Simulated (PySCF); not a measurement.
Li₂, SMILES [Li][Li]. The structure is a stationary point at B3LYP-D3(BJ)/def2-TZVPD.

Computed equilibrium geometry at B3LYP-D3(BJ)/def2-TZVPD (PySCF confirms it by a frequency run) as a Z-matrix, and its point group:
point group D∞h.
```
Li
Li 1 2.7212
```
Charge 0, spin multiplicity 1.
